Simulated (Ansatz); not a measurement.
**C4H6OS: up Jacob's ladder to CCSD(T)**

The task here is to estimate one member of a computed series from the others.

Method: functionals in def2-TZVPP, the program's frozen cores in correlated methods; program: Ansatz 0.2.0, Gaussian basis.

Plan: PBE-D4, r2SCAN-D4, PBE0-D4, B3LYP-D4, ωB97X-V, ωB97M-V, B2PLYP; CCSD(T)/def2-TZVPP; MP2/def2-QZVPP; extrapolation to the limit.

## The relaxed structure

The geometry comes from an earlier relaxation with PBE0-D4 in a triple-zeta def2 set; it is a stationary point, not always the lowest conformer.

SMILES `C=C(C)C(O)=S`, 12 atoms, charge 0, spin multiplicity 1.

Atoms are counted from 1 here; the program's logs count them from 0.

Bond lengths: C1–C2 1.336 Å, C1–H7 1.084 Å, C1–H8 1.082 Å, C2–C3 1.493 Å, C2–C4 1.471 Å, C3–H9 1.090 Å, C3–H10 1.092 Å, C3–H11 1.092 Å, C4–O5 1.334 Å, C4–S6 1.634 Å, O5–H12 0.968 Å. Angles: C2–C1–H7 120.6°, C2–C1–H8 121.7°, H7–C1–H8 117.7°, C1–C2–C3 122.6°, C1–C2–C4 119.5°, C3–C2–C4 117.8°, C2–C3–H9 110.3°, C2–C3–H10 110.9°, C2–C3–H11 110.9°, H9–C3–H10 109.0°, H9–C3–H11 109.0°, H10–C3–H11 106.5°, C2–C4–O5 113.8°, C2–C4–S6 124.6°, O5–C4–S6 121.6°, C4–O5–H12 106.4°.

Set-up of the first run:

The input, in.yaml:

```yaml
crystal:
  periodic: [false, false, false]
  atoms:
    - {symbol: C, position_ang: [-0.165719, -0.935782, -1.204945]}
    - {symbol: C, position_ang: [0.052976, -0.247353, -0.081166]}
    - {symbol: C, position_ang: [0.722246, -0.845429, 1.112478]}
    - {symbol: C, position_ang: [-0.375315, 1.157079, 0.003584]}
    - {symbol: O, position_ang: [-0.962328, 1.609251, -1.105636]}
    - {symbol: S, position_ang: [-0.171355, 2.112201, 1.314111]}
    - {symbol: H, position_ang: [0.142829, -1.971613, -1.285884]}
    - {symbol: H, position_ang: [-0.651954, -0.487900, -2.061003]}
    - {symbol: H, position_ang: [0.986831, -1.884899, 0.917217]}
    - {symbol: H, position_ang: [1.626301, -0.290615, 1.371758]}
    - {symbol: H, position_ang: [0.070673, -0.802275, 1.987666]}
    - {symbol: H, position_ang: [-1.198088, 2.532237, -0.934079]}
basis:
  gaussian: {orbitals: def2-TZVPP}
hamiltonian: {xc: pbe, dispersion: d4}
output: {forces: true, orbitals: {seedname: orbitals}}
```

On the command line:

```bash
$ ansatz run in.yaml --threads 4 --pin off --events-out ev --progress --plain --max-ram 10444MiB
```

Steps of the session up to this table: PBE-D4 (GGA); r2SCAN-D4 (meta-GGA); PBE0-D4 (hybrid); B3LYP-D4 (hybrid); ωB97X-V (range-separated); ωB97M-V (range-separated); B2PLYP (double hybrid); CCSD(T) in def2-TZVPP; MP2 in def2-QZVPP.

One of the session's tables, all rows but one given; the rest of the session is left out.

```
            method  atomisation energy (kcal/mol)
            PBE-D4                         1233.4
         r2SCAN-D4                         1199.8
           PBE0-D4                         1203.7
          B3LYP-D4                         1191.6
           ωB97X-V                         1191.0
           ωB97M-V                         1195.6
            B2PLYP                         1179.6
     HF/def2-TZVPP                          848.9
    MP2/def2-TZVPP                              ?
   CCSD/def2-TZVPP                         1134.7
CCSD(T)/def2-TZVPP                         1158.5
           MP2/CBS                         1218.0
       CCSD(T)/CBS                         1189.6
```

Q: Estimate the row for MP2/def2-TZVPP from the others.

As computed: atomisation energy (kcal/mol): 1186.9. In the column «atomisation energy (kcal/mol)» it lies between B2PLYP (1179.6) and CCSD(T)/CBS (1189.6).
